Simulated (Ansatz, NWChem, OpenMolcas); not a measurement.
**PN (phosphorus nitride): the vertical ionisation energy, rung by rung**

PN: 2 atoms, total charge 0, spin state singlet. As SMILES, `N#P`. The bond length is the measured one.

```xyz
2

N     0.0000    0.0000    0.0000
P     0.0000    0.0000    1.4909
```

Quantity: the vertical ionisation energy (to the doublet cation), in eV. The values are calculated.

```json
{"level": "SVWN5/aug-cc-pVTZ", "kind": "LDA", "program": "NWChem", "value (eV)": "11.99", "CPU time (all runs)": "71 s"}
{"level": "r2SCAN/aug-cc-pVTZ", "kind": "meta-GGA", "program": "NWChem", "value (eV)": "11.76", "CPU time (all runs)": "88 s"}
{"level": "PBE0/aug-cc-pVTZ", "kind": "global hybrid", "program": "NWChem", "value (eV)": "11.81", "CPU time (all runs)": "78 s"}
{"level": "wB97M-V/aug-cc-pVTZ", "kind": "range-separated hybrid", "program": "Ansatz", "value (eV)": "11.89", "CPU time (all runs)": "59 s"}
{"level": "B2PLYP/aug-cc-pVTZ", "kind": "double hybrid", "program": "NWChem", "value (eV)": "12.01", "CPU time (all runs)": "75 s"}
{"level": "RPA@PBE0/aug-cc-pVTZ", "kind": "RPA", "program": "Ansatz", "value (eV)": "11.96", "CPU time (all runs)": "18 s"}
{"level": "MP2/aug-cc-pVTZ", "kind": "perturbation theory", "program": "NWChem", "value (eV)": "13.24", "CPU time (all runs)": "3.9 min"}
{"level": "BCCD(T)/aug-cc-pVTZ", "kind": "coupled cluster or CI", "program": "Ansatz", "value (eV)": "11.81", "CPU time (all runs)": "25 s"}
{"level": "FCI/STO-3G, open shells restricted", "kind": "exact in the basis", "program": "OpenMolcas", "value (eV)": "7.88", "CPU time (all runs)": "3.9 s"}
```

The values span 7.88 to 13.24 eV. Spin contamination of the reference (⟨S²⟩ at least 0.1 too high) touches B2PLYP/aug-cc-pVTZ, MP2/aug-cc-pVTZ, BCCD(T)/aug-cc-pVTZ. High-level rows in very small sets aren't better than simpler rows in larger ones. Times are those of the runs behind each value, whatever else they computed, on shared processors of several kinds: orders of magnitude only.
